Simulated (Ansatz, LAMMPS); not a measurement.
## How well does each level of theory give the lattice parameter a of bcc Mo?

Reference value: 3.141 Å (measured, static lattice: zero-point anharmonic expansion removed; as tabulated in Mejia-Rodriguez and Trickey (2018), arXiv:1807.09216).

Question: What do Lennard-Jones uff-vdw, SNAP Mo_Zuo_JPCA2020.snap, LDA, BLYP, PBE, PBEsol, PBE-D3(BJ), PBE-D4, r²SCAN, r²SCAN-D4, HSE06, PBE0 give, and how far is each from the reference?

Answer: 
```csv
level (code),value (Å),error (%)
Lennard-Jones uff-vdw (LAMMPS),3.356,+6.84
SNAP Mo_Zuo_JPCA2020.snap (LAMMPS),3.169,+0.89
LDA (Ansatz),3.111,-0.96
BLYP (Ansatz),3.202,+1.94
PBE (Ansatz),3.161,+0.64
PBEsol (Ansatz),3.130,-0.35
PBE-D3(BJ) (Ansatz),3.130,-0.35
PBE-D4 (Ansatz),3.137,-0.13
r²SCAN (Ansatz),3.151,+0.32
r²SCAN-D4 (Ansatz),3.144,+0.10
HSE06 (Ansatz),3.136,-0.16
PBE0 (Ansatz),3.138,-0.10
```

Leaving aside Lennard-Jones uff-vdw, SNAP Mo_Zuo_JPCA2020.snap, which can be fitted to such values or carry a doubt: Nearest, and too close to rank with a margin of 0.10 % (twice that across the reference) picked here for doubts on the reference and the settings: r²SCAN-D4 (+0.10 %), PBE0 (-0.10 %), PBE-D4 (-0.13 %), HSE06 (-0.16 %). BLYP (+1.94 %) lies farthest from it. Within 0.3 %: PBE-D4, r²SCAN-D4, HSE06, PBE0. Of the first-principles levels, DFT without exact exchange (PBE-D4, r²SCAN-D4) would do here.

Lennard-Jones uff-vdw: this is a force field's van der Waals term alone, without bonds or charges. Lennard-Jones uff-vdw: pair potentials favour close packing, so symmetry can be all that holds this lattice. Cutoffs and k meshes differ between the levels. Ansatz's density-functional and Hartree–Fock values are scalar-relativistic unless marked +SOC, with PAW data made under PBE.

Machine-learned potentials (SNAP Mo_Zuo_JPCA2020.snap) are trained on DFT data, which may include these solids.

Differences are worked out from the printed values.

Ansatz is a quantum-chemistry and plane-wave program.
